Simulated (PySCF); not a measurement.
**HB(OH) + O₂ → BO₂ + H₂O**

Level: PBE0 in the def2-TZVP basis family, all electrons, no relativity, computed in PySCF with density fitting; open shells unrestricted.

```tsv
species	state and structure	E (Eh)	ZPE (kJ/mol)	H(298 K) − H(0) (kJ/mol)	S° (J/(mol K))
HB(OH)	doublet, Cs, B–H 1.201 Å, B–O 1.333 Å, O–H 0.961 Å; B–O–H 114.7°, H–B–O 121.0°	-101.15798	62.9	10.4	231.5
O₂	triplet, D∞h, O–O 1.193 Å	-150.23561	10.3	8.7	204.9
BO₂	doublet, D∞h, B–O 1.260 Å (×2)	-175.17710	20.3	10.1	224.4
H₂O	singlet, C2v, O–H 0.960 Å (×2); H–O–H 105.1°	-76.37736	56.5	9.9	188.7
```

(1) What is the electronic reaction energy?

(2) Add zero-point, thermal and entropy terms for 298.15 K and 1 bar.

## Answers

(1) At PBE0/def2-TZVP, ΔE = -422.4 kJ/mol from the differences of the total energies times 2625.5, downhill. 

(2) ΔZPE = 3.6 and Δ[H(298) − H(0)] = 0.9 kJ/mol give ΔH° = -417.9 kJ/mol. ΔS° = -23.3 J/(mol K), so ΔG° = -417.9 − 298.15 × (-0.0233) = -411 kJ/mol.

Only the bonding shown was studied: isomers, or loss of a ligand pair, can lie lower.
